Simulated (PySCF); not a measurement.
`[O]=[Mo-2]([F])([F])([F])([F])[F]` ([MoOF5]2-) [radical] (charge -2 and doublet state). Computed with PBE0-D3(BJ)/def2-SVP geometry optimisation, gas phase, def2 core potentials past Kr (PySCF 2.14.0).

```
atom  x, y, z in Å
O1    -0.6624   -1.6845    0.3427
Mo2   -0.0469   -0.1326    0.0201
F3     1.8290   -0.7167   -0.0755
F4     0.6830    1.6864   -0.3668
F5    -1.7990    0.7592    0.0588
F6     0.2215    0.3527    1.9061
F7    -0.1912   -0.2940   -1.9353
```

Question: Which two atoms are farthest apart?

Answer: F3···F5 and F6···F7, 3.919 Å down to 3.917 Å.

Question: Work out the bond lengths O1=Mo2, Mo2–F3, Mo2–F4, Mo2–F5, Mo2–F6, Mo2–F7 in Å.

Answer: For O1=Mo2 the difference vector is (0.6155, 1.5519, -0.3225) Å, of length 1.7004 Å. O1=Mo2 1.700; Mo2–F3 1.967; Mo2–F4 1.998; Mo2–F5 1.966; Mo2–F6 1.966; Mo2–F7 1.967 Å.

Question: How far apart are these pairs, which share no bond: O1···F3, O1···F4, F3···F7, F4···F7?

Answer: O1···F3 2.705 Å (2 bonds apart); O1···F4 3.698 Å (2 bonds apart); F3···F7 2.778 Å (2 bonds apart); F4···F7 2.673 Å (2 bonds apart).

Question: What is the repulsion energy of the bare nuclei, Σ ZA·ZB/RAB?

Answer: 825.86 Eh over 21 pairs, with full nuclear charges and distances in bohr; the largest single term is 104.57 Eh (O1 with Mo2).

Question: What are the angles O1–Mo2–F4, F3–Mo2–F5, F4–Mo2–F6, O1–Mo2–F6, F4–Mo2–F5, F3–Mo2–F6, O1–Mo2–F3?

Answer: From the scalar product of the two bond vectors; for O1–Mo2–F4 it is -3.3969 Å² over 1.7004 × 1.9978 Å², cos θ = -0.999984. O1–Mo2–F4 179.7°; F3–Mo2–F5 170.2°; F4–Mo2–F6 84.9°; O1–Mo2–F6 95.3°; F4–Mo2–F5 85.2°; F3–Mo2–F6 89.4°; O1–Mo2–F3 94.8°.

Question: Where is the centre of mass (commonest isotopes), and what is the radius of gyration?

Answer: Mass 208.892 u; centre at (-0.005, -0.029, -0.002) Å; Rg = √(Σ m r²/M) = 1.407 Å. As Ia + Ib + Ic = 2 Σ m r², the three principal moments sum to 826.5 u·Å².

Question: Write the matrix of distances between heavy atoms (Å, lower triangle).

Answer: 
```
O1    0.000
Mo2   1.700  0.000
F3    2.705  1.967  0.000
F4    3.698  1.998  2.678  0.000
F5    2.710  1.966  3.919  2.683  0.000
F6    2.716  1.966  2.767  2.675  2.768  0.000
F7    2.710  1.967  2.778  2.673  2.770  3.917  0.000
```

The point group is C4v within 0.08 Å; differences among equivalent distances and angles are scatter left by the optimiser. Not checked by PBE0-D3(BJ)/def2-SVP frequencies. ⟨S²⟩ = 0.757 (exact for a doublet: 0.75). Whether so highly charged an anion holds all its electrons in the gas phase wasn't checked; a finite basis holds them in any case. The ion is multiply charged and computed without counter-ions or solvent.
